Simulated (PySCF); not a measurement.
Excitation energies in several basis sets

Compound: 1,1-dichloro-2,2-difluoroethane, C₂H₂Cl₂F₂.
InChI=1S/C2H2Cl2F2/c3-1(4)2(5)6/h1-2H

TDDFT with PBE0 (PySCF), vertical singlets, core orbitals frozen in the response, spherical d and f functions. Geometry: PBE0-D3(BJ)/def2-SVP, one conformer, isolated molecule.

Q: Compare 6-31G*, def2-SVP, def2-SVPD and def2-TZVP for this molecule.

A: 

```
    basis  functions  diffuse  S1 (eV)  S2 (eV)  S3 (eV)  S4 (eV)  S5 (eV)  LUMO (eV)  α (au)
   6-31G*         96       no     7.06     7.28     7.54     7.80     8.00      -0.19    40.8
 def2-SVP        102       no     7.38     7.64     7.82     8.04     8.15       0.27    39.1
def2-SVPD        156      yes     6.98     7.18     7.42     7.64     7.78      -0.55    55.0
def2-TZVP        210       no     6.99     7.21     7.47     7.71     7.89      -0.31    49.0
```

States are compared by their number. Against the only diffuse basis here (def2-SVPD, itself not a converged limit), sets without diffuse functions differ by up to 0.40 eV in S1 and 0.37 eV in S5. State by state, the largest deviation of a set without diffuse functions is S1 0.40, S2 0.46, S3 0.40, S4 0.39, S5 0.37 eV. The same number needn't mean the same state in each row. Against def2-SVPD the polarisability deviates by -26% in 6-31G*, -29% in def2-SVP, -11% in def2-TZVP.
